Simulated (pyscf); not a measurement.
**Addition across a multiple bond or ene-type step: HB=NH + ethylene (H₂C=CH₂) → H₃C–CH₂–B=NH**

Gas phase, singlet surface, charge 0. Bonds broken: B1–H3. Bonds formed: B1–C5, H3–C6. PySCF, gas phase, ωB97X-D3(BJ)/def2-SVP geometries. Correlated levels are frozen-core, on RHF or UHF. ΔMP2 is the change of the MP2 total energy from the triple- to the quadruple-zeta basis.

Transition state (Å):

```xyz
10

B     -1.1742    -0.3911     0.4108
N     -2.1440    -1.2902     0.6194
H     -0.5964     0.1320     1.4009
H     -2.5417    -1.6474    -0.2526
C     -0.5459     0.2075    -1.0893
C      0.1246     0.8082    -0.0186
H     -0.0747    -0.6211    -1.6227
H     -1.3384     0.7557    -1.6036
H      1.1024     0.4471     0.3140
H     -0.1456     1.8088     0.3318
```

One imaginary mode, 675i cm⁻¹; descent along it reached the two sides named.

| bond | change | reactant side (Å) | saddle | product side |
|---|---|---|---|---|
| B1–H3 | breaks | 1.184 | 1.260 | 2.9 |
| B1–C5 | forms | 3.4 | 1.733 | 1.553 |
| H3–C6 | forms | 3.9 | 1.730 | 1.101 |

Electronic energies relative to the separated reactants (kJ/mol):

```json
[
 {"level": "ωB97X-D3(BJ)/def2-TZVP", "barrier": "163.8", "reaction energy": "-162.8", "reverse barrier": "326.6"},
 {"level": "PBE/def2-TZVP", "barrier": "134.3", "reaction energy": "-153.2", "reverse barrier": "287.5"},
 {"level": "r²SCAN/def2-TZVP", "barrier": "141.9", "reaction energy": "-158.3", "reverse barrier": "300.2"},
 {"level": "B3LYP-D3(BJ)/def2-TZVP", "barrier": "174.5", "reaction energy": "-145.0", "reverse barrier": "319.5"},
 {"level": "PBE0-D3(BJ)/def2-TZVP", "barrier": "137.7", "reaction energy": "-170.4", "reverse barrier": "308.1"},
 {"level": "M06-2X/def2-TZVP", "barrier": "164.3", "reaction energy": "-152.7", "reverse barrier": "317.0"},
 {"level": "ωB97M-D3(BJ)/def2-TZVP", "barrier": "170.3", "reaction energy": "-152.4", "reverse barrier": "322.6"},
 {"level": "HF/def2-TZVP", "barrier": "242.1", "reaction energy": "-129.2", "reverse barrier": "371.2"},
 {"level": "MP2/def2-QZVPP", "barrier": "174.0", "reaction energy": "-156.2", "reverse barrier": "330.3"},
 {"level": "CCSD/def2-TZVPP", "barrier": "188.7", "reaction energy": "-146.1", "reverse barrier": "334.8"},
 {"level": "CCSD(T)/def2-TZVPP", "barrier": "178.3", "reaction energy": "-145.2", "reverse barrier": "323.6"},
 {"level": "CCSD(T)/def2-TZVPP + ΔMP2(QZVPP)", "barrier": "178.2", "reaction energy": "-145.7", "reverse barrier": "323.9"}
]
```

With CCSD(T)/def2-TZVPP + ΔMP2(QZVPP) energies and thermal terms (ideal gas, 1 atm, RRHO with modes under 100 cm⁻¹ raised to 100, one conformer, R ln 2 for chiral ones without a mode under 150 cm⁻¹), in kJ/mol:

```
T (K)    ΔH‡    ΔG‡      ΔH     ΔG
-----  -----  -----  ------  -----
298    181.0  223.1  -131.4  -92.0
600    179.0  266.9  -131.3  -52.0
900    179.3  310.8  -129.5  -12.8
1200   180.4  354.5  -127.0  +25.8
```

At the saddle there is also a short B–C contact that neither side keeps. One saddle was located; it need not be the lowest between these sides. The CCSD(T) − MP2 part came from Ansatz, without density fitting, on the same reference.
